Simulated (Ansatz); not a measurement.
Input file:

```yaml
crystal:
  periodic: [false, false, false]
  atoms:
    - {symbol: B, position_ang: [0.000000, 0.000000, 0.758703]}
    - {symbol: N, position_ang: [0.000000, 0.000000, -2.691297]}
    - {symbol: H, position_ang: [0.000000, 0.000000, 1.932595]}
basis:
  gaussian: {orbitals: "6-31G*"}
magnetization: {spin_polarized: true, initial_magnetization: 1}
correlation: {method: bccd_t, electrons: outside_noble_gas}
accuracy: high
```

```sh
$ ansatz run in.yaml --threads 1 --pin off --events-out ev --progress --plain --max-ram 2393MiB
```

**Question.** Roughly how long does this take on 1 thread of Arm Neoverse V1, shared host, and how much host memory?

**Answer.** 15 s wall and 0.17 GiB.

```
543 factors; integrals over basis functions are off by at most 1.1e-8 eV
mean field evaluation 1: about -2138.2758 eV, gradient 3.8e1 eV
mean field evaluation 2: about -2138.2754 eV, gradient 3.8e1 eV
mean field evaluation 4: about -2150.8224 eV, gradient 2.5e1 eV
mean field evaluation 8: about -2157.9290 eV, gradient 6.8e0 eV
mean field evaluation 16: about -2162.9144 eV, gradient 3.9e0 eV
mean field evaluation 32: about -2157.9283 eV, gradient 6.8e0 eV
mean field evaluation 64: about -2163.1058 eV, gradient 4.3e-1 eV
mean field evaluation 96: about -2159.1652 eV, gradient 3.8e0 eV
mean field evaluation 128: about -2161.8849 eV, gradient 3.3e-2 eV
mean field evaluation 160: about -2161.8923 eV, gradient 5.0e-2 eV
...
cycle  19  -3.66282124 eV  change    2.3e-8 eV  update   5.8e-8
cycle  20  -3.66282124 eV  change    7.0e-9 eV  update   2.3e-8
cycle  21  -3.66282125 eV  change   -1.2e-8 eV  update   1.3e-8
cycle  22  -3.66282112 eV  change    1.3e-7 eV  update   3.7e-8
cycle  23  -3.66282111 eV  change    1.7e-8 eV  update   1.3e-8
cycle  24  -3.66282111 eV  change   -5.4e-9 eV  update   5.6e-9
cycle  25  -3.66282111 eV  change   -2.5e-9 eV  update   3.5e-9
cycle  26  -3.66282111 eV  change  -4.3e-10 eV  update   2.6e-9
cycle  27  -3.66282111 eV  change  -4.7e-10 eV  update   1.8e-9
cycle  28  -3.66282111 eV  change  -4.3e-10 eV  update   1.0e-9
perturbative correction -0.03990228 eV, -0.0014663817 hartree
Total energy: -2166.80755824 eV, -79.6287090503 hartree
```
